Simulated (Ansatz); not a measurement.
The input, for Ansatz 0.2.0:

```yaml
crystal:
  periodic: [false, false, false]
  atoms:
    - {symbol: Ge, position_ang: [0.000020, -0.248209, 2.585879]}
    - {symbol: Si, position_ang: [-0.000008, -0.469422, 0.253680]}
    - {symbol: Si, position_ang: [0.000029, -0.249426, -1.979811]}
    - {symbol: H, position_ang: [-0.000042, 0.967057, -0.859748]}
basis:
  gaussian: {orbitals: STO-3G}
magnetization: {spin_polarized: true, initial_magnetization: 1}
correlation: {method: mp2, electrons: outside_noble_gas}
scf: {lower_state_search: light}
output: {forces: true}
```

```sh
$ ansatz run in.yaml --threads 1 --pin off --events-out ev --progress --plain --max-ram 2393MiB
```

Output:

```
377 factors; integrals over basis functions are off by at most 1.6e-5 eV
mean field evaluation 1: about -71381.0443 eV, gradient 1.1e1 eV
mean field evaluation 2: about -71381.0647 eV, gradient 1.1e1 eV
mean field evaluation 4: about -71382.9702 eV, gradient 2.5e0 eV
mean field evaluation 8: about -71383.2665 eV, gradient 4.1e-1 eV
mean field evaluation 16: about -71383.7995 eV, gradient 9.1e-3 eV
mean field evaluation 32: about -71383.7995 eV, gradient 4.0e-2 eV
mean field evaluation 64: about -71383.1997 eV, gradient 2.6e0 eV
mean field evaluation 96: about -71382.2673 eV, gradient 5.9e0 eV
mean field evaluation 128: about -71383.2457 eV, gradient 3.9e-5 eV
mean field -71383.79951693 eV, -2623.3062465700 hartree, gradient 1.2e-6 eV, S^2 1.548606; 16 other end points of the search recorded, 0 dependent functions left out
24 core orbitals not correlated, not the lowest: weight in the atoms' cores, before any rotation towards them, 0.926 or more for the frozen orbitals, at most 0.105 for the correlated occupied ones
reference -71383.79951693 eV, -2623.3062465700 hartree; 7, 6 occupied and 6, 7 virtual orbitals, 377 factors
second order -2.32155211 eV of doubles, -0.00000000 eV of singles
the calculation of the forces begins
Total energy: -71386.12106904 eV, -2623.3915620365 hartree
Atom 0 at     0.000020    -0.248209     2.585879 Å, force    -0.000030    -0.089220    -2.035462 eV/Å
Atom 1 at    -0.000008    -0.469422     0.253680 Å, force     0.000089     0.447333    -1.646724 eV/Å
Atom 2 at     0.000029    -0.249426    -1.979811 Å, force    -0.000074    -0.149360     3.683705 eV/Å
Atom 3 at    -0.000042     0.967057    -0.859748 Å, force     0.000015    -0.208754    -0.001519 eV/Å
Dipole moment:     0.000000    -0.085965    -0.158271 e Å
```

Forces (eV/Å):
```
Ge   0.000 -0.089 -2.035
Si   0.000  0.447 -1.647
Si   0.000 -0.149  3.684
H    0.000 -0.209 -0.002
```

Ran on 1 thread of Intel Xeon, shared host: 10 s wall, 0.29 GiB peak host memory.
